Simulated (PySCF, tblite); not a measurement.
Compound: C5H11P.
Z-matrix (Å and degrees, GFN2-xTB geometry), rows numbered from 1:
```
C 
C   1  1.4963
P   2  1.6824  1  118.46
C   2  1.5060  1  117.77  3   178.85
C   4  1.5331  2  110.06  1   -76.71
C   4  1.5286  2  112.17  1    46.75
H   1  1.0910  2  110.39  3   110.52
H   1  1.0887  2  110.58  3    -9.03
H   1  1.0897  2  111.15  3  -129.99
H   3  1.4040  2   96.93  1  -179.07
H   4  1.0972  2  108.26  1   166.04
H   5  1.0877  4  110.01  2  -174.26
H   5  1.0875  4  110.95  2    65.81
H   5  1.0881  4  110.33  2   -54.46
H   6  1.0882  4  110.51  2    54.45
H   6  1.0871  4  111.01  2   -66.41
H   6  1.0880  4  109.87  2   173.95
```

Method: CAM-B3LYP/def2-SVPD in PySCF (dipole) on a GFN2-xTB geometry, gas phase.

Masses are those of the commonest isotopes; rigid-rotor values at the optimised geometry. The values belong to one conformer with, in the numbering `[H]/[P:3]=[C:2](/[CH3:1])[CH:4]([CH3:5])[CH3:6]`, C1–C2–C4–C5 -77°.

Task: What are A, B and C (GHz)?

Result: Ia = 126.60, Ib = 273.31, Ic = 304.45 u·Å²; 505379 MHz·u·Å²/I gives 3992, 1849 and 1660 MHz, that is A = 3.9918, B = 1.8491, C = 1.6600 GHz.

Task: What kind of rotor is it?

Result: An asymmetric top; Ray's κ = -0.838.

Task: What does the inertial defect say?

Result: Not planar: Δ = Ic − Ia − Ib = -95.46 u·Å². For a rigid frame Δ = −2 Σ m c², so Σ m c² = 47.73 u·Å² lies off the ab plane: 16.04 from hydrogen and 31.69 from heavier atoms. The atom farthest from that plane is 1.90 Å away.

Task: Give the other two planar moments, Paa and Pbb, and the rms extents of the mass along the axes.

Result: Paa = Σ m a² = (Ib + Ic − Ia)/2 = 225.58 and Pbb = Σ m b² = (Ia + Ic − Ib)/2 = 78.87 u·Å². With the mass M = 102.06 u, the rms extents √(P/M) along a, b and c are 1.49, 0.88, 0.68 Å.

Task: List the rotational levels J(Ka,Kc) to J = 2 (MHz).

Result: Above 0(0,0):
J = 1: 1(0,1) 3509, 1(1,1) 5652, 1(1,0) 5841
J = 2: 2(0,2) 10515, 2(1,2) 12481, 2(1,1) 13048, 2(2,1) 19476, 2(2,0) 19488
The levels of one J sum to (2J + 1)J(J + 1)(A + B + C)/3.

Task: Which lines would a microwave search look for?

Result: The dipole components are |μa| = 1.86 D, |μb| = 0.21 D, |μc| = 0.05 D. Intensities carry the squares of the components, which stand as 1.00 : 0.01 : 0.00 (a : b : c). Some lines, for components of 0.1 D or more:

```tsv
type	branch	J(Ka,Kc)	MHz	lower level (cm⁻¹)
a	Q	2(1,1) ← 2(1,2)	567	0.416
b	Q	1(1,0) ← 1(0,1)	2332	0.117
b	Q	2(1,1) ← 2(0,2)	2533	0.351
a	R	1(0,1) ← 0(0,0)	3509	0.000
b	R	2(0,2) ← 1(1,1)	4863	0.189
b	R	1(1,1) ← 0(0,0)	5652	0.000
b	Q	2(2,0) ← 2(1,1)	6440	0.435
a	R	2(1,2) ← 1(1,1)	6829	0.189
b	Q	2(2,1) ← 2(1,2)	6996	0.416
a	R	2(0,2) ← 1(0,1)	7006	0.117
a	R	2(1,1) ← 1(1,0)	7207	0.195
b	R	2(1,2) ← 1(0,1)	8972	0.117
b	R	2(2,1) ← 1(1,0)	13635	0.195
b	R	2(2,0) ← 1(1,1)	13836	0.189
```

Task: Estimate the classical rotational partition function at 25 K, 200 K and 500 K.

Result: Point group C1, symmetry number σ = 1; q = (√π/σ)·√((kT/h)³/(ABC)), k/h = 20836.6 MHz/K: 6020 at 25 K, 136000 at 200 K, 538000 at 500 K.

Its GFN2-xTB frequencies are all real (lowest 42 cm⁻¹). Zero-point vibration and centrifugal distortion are left out. A rigid rotor knows nothing of internal rotation, which can split or shift real lines.

Rough CPU time on one thread of a shared machine: about 80 s. This is the CAM-B3LYP/def2-SVPD job that gave the dipole, with the excitations it also computed.
